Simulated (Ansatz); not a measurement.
The input, for Ansatz 0.2.0:

```yaml
crystal:
  periodic: [false, false, false]
  atoms:
    - {symbol: Al, position_ang: [0.000000, 0.000000, 0.187600]}
    - {symbol: P, position_ang: [0.000000, 0.000000, -1.956600]}
    - {symbol: H, position_ang: [0.000000, 0.000000, 1.769000]}
basis:
  gaussian: {orbitals: "6-31++G**"}
magnetization: {spin_polarized: false, initial_magnetization: 1}
hamiltonian: {xc: {name: B3LYP}}
correlation: {method: ccsd_t, electrons: outside_noble_gas, diis_vectors: 4}
scf: {lower_state_search: full}
output: {forces: true}
```

```sh
$ ansatz run in.yaml --threads 1 --pin off --events-out ev --progress --plain --max-ram 2393MiB
```

The program prints:

```
432 factors; integrals over basis functions are off by at most 1.3e-3 eV
mean field evaluation 1: about -15898.3467 eV, gradient 1.9e1 eV
mean field evaluation 2: about -15898.3918 eV, gradient 1.9e1 eV
mean field evaluation 4: about -15899.9178 eV, gradient 5.4e0 eV
mean field evaluation 8: about -15900.1026 eV, gradient 2.7e-1 eV
mean field evaluation 16: about -15900.1031 eV, gradient 1.7e-5 eV
mean field evaluation 32: about -15899.9973 eV, gradient 3.1e0 eV
mean field evaluation 64: about -15781.1444 eV, gradient 1.1e2 eV
mean field evaluation 96: about -15900.1031 eV, gradient 1.4e-4 eV
mean field evaluation 128: about -15900.0953 eV, gradient 1.2e0 eV
mean field evaluation 160: about -15900.1031 eV, gradient 6.4e-6 eV
mean field -15900.10305313 eV, -584.3180097256 hartree, gradient 6.4e-6 eV, S^2 0.750000; 8 other end points of the search recorded, 0 dependent functions left out
mean field evaluation 192: about -15868.2752 eV, gradient 6.0e-1 eV
10 core orbitals not correlated: weight in the atoms' cores, before any rotation towards them, 1.000 or more for the frozen orbitals, at most 0.000 for the correlated occupied ones
reference -15867.85834059 eV, -583.1330383960 hartree; 5, 4 occupied and 37, 38 virtual orbitals, 432 factors
second order -4.18321676 eV of doubles, -0.22311931 eV of singles
cycle   1  -4.65390073 eV  change   -2.5e-1 eV  update   8.7e-2
cycle   2  -4.82215295 eV  change   -1.7e-1 eV  update   3.0e-2
cycle   3  -4.88852928 eV  change   -6.6e-2 eV  update   1.7e-2
cycle   4  -4.88993226 eV  change   -1.4e-3 eV  update   6.6e-3
cycle   5  -4.88879421 eV  change    1.1e-3 eV  update   3.0e-3
cycle   6  -4.88834549 eV  change    4.5e-4 eV  update   1.4e-3
cycle   7  -4.88906273 eV  change   -7.2e-4 eV  update   6.4e-4
cycle   8  -4.88939691 eV  change   -3.3e-4 eV  update   2.5e-4
cycle   9  -4.88956609 eV  change   -1.7e-4 eV  update   1.3e-4
cycle  10  -4.88957166 eV  change   -5.6e-6 eV  update   5.9e-5
cycle  11  -4.88955858 eV  change    1.3e-5 eV  update   3.0e-5
cycle  12  -4.88954573 eV  change    1.3e-5 eV  update   1.7e-5
cycle  13  -4.88954239 eV  change    3.3e-6 eV  update   8.3e-6
cycle  14  -4.88954462 eV  change   -2.2e-6 eV  update   4.6e-6
cycle  15  -4.88954452 eV  change    1.0e-7 eV  update   2.5e-6
cycle  16  -4.88954586 eV  change   -1.3e-6 eV  update   1.2e-6
cycle  17  -4.88954564 eV  change    2.2e-7 eV  update   5.2e-7
perturbative correction -0.23884623 eV, -0.0087774371 hartree
the calculation of the forces begins
mean field evaluation 224: about -15900.1031 eV, gradient 6.4e-6 eV
Total energy: -15872.98673246 eV, -583.3215033210 hartree
Atom 0 at     0.000000     0.000000     0.187600 Å, force     0.000000     0.000000     0.493841 eV/Å
Atom 1 at     0.000000     0.000000    -1.956600 Å, force    -0.000000     0.000000    -0.445880 eV/Å
Atom 2 at     0.000000     0.000000     1.769000 Å, force     0.000000    -0.000000    -0.047962 eV/Å
Dipole moment:    -0.000000    -0.000000     0.527957 e Å
```

Forces (eV/Å):
```
Al   0.000  0.000  0.494
P    0.000  0.000 -0.446
H    0.000  0.000 -0.048
```

Ran on 1 thread of Arm Neoverse V1, shared host: 13 s wall, 0.16 GiB peak host memory.
